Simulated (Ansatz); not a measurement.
AlS (`[Al]=[S]`) radical, relaxed with UKS PBE0-D4/def2-TZVP in Ansatz 0.2.0 from a GFN2-xTB geometry. The force threshold is 0.005 eV/Å; the program also tests the step.

The species carries charge 0 and has multiplicity 2.

Start:

```xyz
2

Al   -0.475   -0.901   -0.189
S     0.475    0.901    0.189
```

```json
{"step": "1", "energy (eV)": "-17425.5993", "largest force (eV/Å)": "0.645", "largest move (Å)": "0.000"}
{"step": "2", "energy (eV)": "-17425.6152", "largest force (eV/Å)": "0.017", "largest move (Å)": "0.020"}
{"step": "3", "energy (eV)": "-17425.6152", "largest force (eV/Å)": "0.002", "largest move (Å)": "0.001"}
```

End:

```xyz
2

Al   -0.466   -0.883   -0.185
S     0.466    0.883    0.185
```

Run time 5 s (2 threads of an AMD EPYC 7R13 on a shared host); peak host memory 0.19 GiB.
